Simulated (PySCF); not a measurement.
Molfile (atoms numbered from 1):
```
C3H5FO2
     RDKit          3D

 11 11  0  0  0  0  0  0  0  0999 V2000
   -0.4858    1.9158    0.2070 F   0  0  0  0  0  0  0  0  0  0  0  0
   -0.2651    0.8217   -0.5925 C   0  0  2  0  0  0  0  0  0  0  0  0
   -1.0032   -0.3931   -0.0037 C   0  0  0  0  0  0  0  0  0  0  0  0
    0.0215   -1.2873    0.3483 O   0  0  0  0  0  0  0  0  0  0  0  0
    1.1806   -0.5245    0.4305 C   0  0  0  0  0  0  0  0  0  0  0  0
    1.0576    0.4558   -0.5735 O   0  0  0  0  0  0  0  0  0  0  0  0
   -0.5476    1.1063   -1.6171 H   0  0  0  0  0  0  0  0  0  0  0  0
   -1.6775   -0.8795   -0.7233 H   0  0  0  0  0  0  0  0  0  0  0  0
   -1.5867   -0.0572    0.8727 H   0  0  0  0  0  0  0  0  0  0  0  0
    2.0588   -1.1501    0.2199 H   0  0  0  0  0  0  0  0  0  0  0  0
    1.2805   -0.0390    1.4240 H   0  0  0  0  0  0  0  0  0  0  0  0
  1  2  1  0
  2  3  1  0
  3  4  1  0
  4  5  1  0
  5  6  1  0
  6  2  1  0
  2  7  1  6
  3  8  1  0
  3  9  1  0
  5 10  1  0
  5 11  1  0
M  END
```

Geometry: PBE0-D3(BJ)/def2-SVP; GIAO shifts from PySCF, gas phase, non-relativistic, averaged over equivalent atoms.

At PBE0/6-31G (64 basis functions, 8.7 s wall time on 1 thread of an Arm Neoverse N1, shared host):
| atoms | δ (ppm) |
| --- | --- |
| F1 | -149.2 |
| C2 | 104.6 |
| C5 | 91.0 |
| C3 | 69.6 |
| O6 | 110.7 |
| O4 | 47.9 |
| H7 | 5.68 |
| H10 | 5.50 |
| H11 | 5.22 |
| H8 | 4.19 |
| H9 | 3.80 |

Scale: $^{19}$F (177.36 ppm) vs CFCl3; TMS for $^{13}$C (199.54 ppm) and $^{1}$H (32.61 ppm); $^{17}$O (318.49 ppm) against H2O (reference shieldings calculated alike).

Task: Predict the values at PBE0/6-311+G(2d,p) on the same geometry.

Result: 
```
atoms  δ at PBE0/6-311+G(2d,p)  change
   F1                   -139.8    +9.4
   C2                    108.4    +3.8
   C5                     95.2    +4.2
   C3                     72.6    +3.0
   O6                    138.5   +27.8
   O4                     67.1   +19.2
   H7                     5.84   +0.16
  H10                     5.07   -0.43
  H11                     5.04   -0.18
   H8                     4.10   -0.09
   H9                     3.72   -0.08
```

Scale: $^{19}$F (174.75 ppm) against CFCl3; TMS for $^{13}$C (186.44 ppm) and $^{1}$H (31.51 ppm); $^{17}$O (326.57 ppm) vs H2O (reference shieldings calculated alike).

The largest change is at O6 (ether oxygen). Cost: 192 basis functions, 17 s wall time on 1 thread of an Arm Neoverse V2, shared host. The order of the carbon signals is the same at both levels.

Unscaled 19F shifts against computed CFCl3 carry errors that often reach 10 to 50 ppm. Experimental scales use liquid or dissolved standards, which lie at an offset from isolated H2O (liquid H2O: subtract about 36 ppm).
